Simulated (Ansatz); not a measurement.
**[Cl···H···Si], triplet: transfer scan**

Starting geometry:

```xyz
3

Cl    0.0000    0.0000   -1.4636
H     0.0000    0.0000   -0.1848
Si    0.0000    0.0000    1.6484
```

From there H2 is moved from one fragment to the other while all else, the fragments' distance too, stays fixed; atoms are numbered as listed. Energies are in eV, counted from the starting geometry at the same level. Kohn–Sham curves are unrestricted where that lies lower.

Basis cc-pVDZ; Ansatz 0.2.0. Correlated methods freeze the noble-gas cores. R marks a restricted (for open shells ROHF) determinant.

In so small a basis the reference is far from its limit while semilocal and hybrid functionals are nearer theirs (RPA and double hybrids share much of the reference's basis error), so the functionals' errors here hold much of the reference's basis and frozen-core error, which can add to them or hide them.

Full CI isn't at hand for all of this; RCCSDTQ serves as the reference, and is uncertain by about the last step of the cluster series.

| distance Cl1-H2 (Å) | RCCSDTQ | PBE | PBE0 | B3LYP | wB97M-V | B2PLYP | RPA-PBE |
| --- | --- | --- | --- | --- | --- | --- | --- |
| 1.279 | 0.000 | 0.000 | 0.000 | 0.000 | 0.000 | 0.000 | 0.000 |
| 1.335 | -0.011 | -0.077 | -0.049 | -0.060 | -0.034 | -0.037 | -0.017 |
| 1.447 | 0.116 | -0.061 | 0.014 | -0.027 | 0.055 | 0.037 | 0.089 |
| 1.560 | 0.344 | 0.102 | 0.206 | 0.125 | 0.257 | 0.224 | 0.289 |
| 1.672 | 0.666 | 0.411 | 0.524 | 0.399 | 0.566 | 0.521 | 0.582 |
